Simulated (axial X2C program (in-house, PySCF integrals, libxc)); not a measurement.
# BF⁻ at several levels of theory

Computed with an axial X2C code built on PySCF integrals. Spin-free means the one-electron spin-free X2C Hamiltonian; two-component (2c) means X2C with spin–orbit coupling and atomic mean-field two-electron Coulomb and Gaunt terms, so the difference of the two also holds small scalar two-electron terms. Basis: F dyall-av3z [7s6p3d2f], B dyall-av3z [8s7p3d2f] (cores contracted in-house); Gaussian nuclei, density fitting, unrestricted open shells. Masses: F 18.998 u, B 11.009 u.

Input:
```json
{"zs": [9, 5], "q": -1, "bas": ["dyall-av3z", "dyall-av3z"], "levels": ["PBE0", "HF", "BLYP"], "cc": true, "r0": 1.49, "thr": -2.0, "nmax": 90, "npts": 10, "nst": 2, "ntry": 6}
```
```bash
python so2c.py task.json out
```

Keys: zs atomic numbers; q charge; bas basis sets; levels methods; cc coupled cluster on or off; r0 starting distance in Å; thr threshold in hartree for freezing inner shells (an s shell follows its p shell); nmax most natural virtual spinors; npts points on the curve; nst determinants followed; ntry starts of the search. HF also brings MP2.

State, spin-free: M_S = 1/2, Λ = 1 (beyond evenly filled blocks: π+α); electrons by block: σα: 5, σβ: 5, π+α: 2, π+β: 1, π-α: 1, π-β: 1. Fragments: F- + B.

State, 2c: Ω = 1/2 (⟨Sz⟩ = -0.50, ⟨Lz⟩ = 1.00 at PBE0); electrons by block: 1/2: 7, -1/2: 6, 3/2: 1, -3/2: 1. Fragments: F- + B.

| Hamiltonian | level | Re (Å) | ωe (cm⁻¹) | αe (cm⁻¹) | De (eV) | D0 (eV) | μ (D) |
| --- | --- | --- | --- | --- | --- | --- | --- |
| 2c | PBE0 | 1.292 | 1200.4 | 0.0248 | 4.16 | 4.08 | -5.18 |
| 2c | HF | 1.254 | 1436.7 | 0.0203 | 3.97 | 3.88 | -4.93 |
| 2c | MP2 | 1.284 | 1268.3 | 0.0245 | 3.76 | 3.68 | n/a |
| 2c | CCSD | 1.286 | 1253.7 | 0.0263 | 3.77 | 3.70 | n/a |
| 2c | CCSD(T) | 1.291 | 1226.3 | 0.0272 | 3.77 | 3.69 | n/a |
| 2c | BLYP | 1.314 | 1130.1 | 0.0239 | 3.89 | 3.82 | -5.20 |

Spin-free values that have a 2c row agree with it to the digits that matter (0.001 Å, 0.01 eV) and are not repeated.

Correlated methods: 11 electrons correlated (number of frozen shells: F 1 s; B 1 s), 205 virtual spin orbitals or spinors in MP2, 90 natural virtuals in coupled cluster.

Dipoles are positive if B is the positive end and refer to the centre of mass.

Occupations by symmetry block were frozen at the best pattern of an incomplete PBE0 search. De is counted from the lowest determinant-based energies of the atoms at the same level, without counterpoise correction. Density functionals use the spin component along the axis (collinear). CCSD and (T) use frozen natural virtuals with an MP2 correction for the truncation; (T) itself is uncorrected, so its De runs slightly low. The highest occupied level is positive at some bond lengths even in Hartree–Fock (under at least one Hamiltonian), so the basis set holds the extra electron there; where that holds at Re the anion is at best weakly bound and its constants depend on the basis. The 2c atoms are single determinants rather than J levels; their spin–orbit lowering is only partly caught, and De is too large by that part. This holds for PBE0, BLYP. Other states lie close and PBE0, whose exact exchange favours high spin, may order them wrongly; the determinant shown need not be the ground state. The nearest other 2c determinant of the search, Ω = 3/2, lies 0.00 eV up at the distance of the search. The functionals have no current-density term, which raises determinants with orbital currents, atoms included. Some points did not converge and are left out. The stretched end of a curve changes character and is left out. Hartree–Fock gets electron affinities wrong, so its lowest charge split need not be the true one.

Rough cost a point (2c) on 1 thread(s) of a shared host, integrals apart: PBE0 0.26 s, HF 0.12 s, CCSD(T) 5 s, BLYP 0.2 s.

The whole task took 110 s on 1 thread of Intel(R) Xeon(R) Processor @ 2.30GHz, with other jobs on the host.
